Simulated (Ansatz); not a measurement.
Mulliken charges of C4H4O2, SMILES `O=C1C=CCO1` from r2SCAN/def2-TZVPP in Ansatz (PBE0-D4/def2-TZVP geometry).

| atom | x (Å) | y (Å) | z (Å) | charge (e) |
| --- | --- | --- | --- | --- |
| O1 | -2.241 | -1.169 | 0.431 | -0.312 |
| C2 | -1.210 | -0.601 | 0.232 | 0.327 |
| C3 | 0.145 | -1.144 | 0.010 | -0.190 |
| C4 | 0.981 | -0.129 | -0.168 | -0.090 |
| C5 | 0.218 | 1.145 | -0.074 | 0.177 |
| O6 | -1.120 | 0.761 | 0.173 | -0.248 |
| H7 | 0.350 | -2.203 | 0.007 | 0.117 |
| H8 | 2.046 | -0.171 | -0.354 | 0.108 |
| H9 | 0.568 | 1.783 | 0.745 | 0.056 |
| H10 | 0.262 | 1.729 | -1.000 | 0.056 |

**Question.** By hand: the dipole of these point charges (1 e Å = 4.8032 D).

**Answer.** Σ q r = (0.812, 0.332, -0.153) e Å, of length 0.890 e Å = 4.27 D.

**Question.** How does the dipole of the full density compare? (An estimate is asked.)

**Answer.** Ansatz gave: (0.974, 0.280, -0.180) e Å, 4.94 D; the point charges give 0.86 times that, at 6° from its direction.

Point charges leave out the atoms' own dipoles, such as those of lone pairs, and Mulliken's split depends on the basis, so the close match here is no proof of good charges.
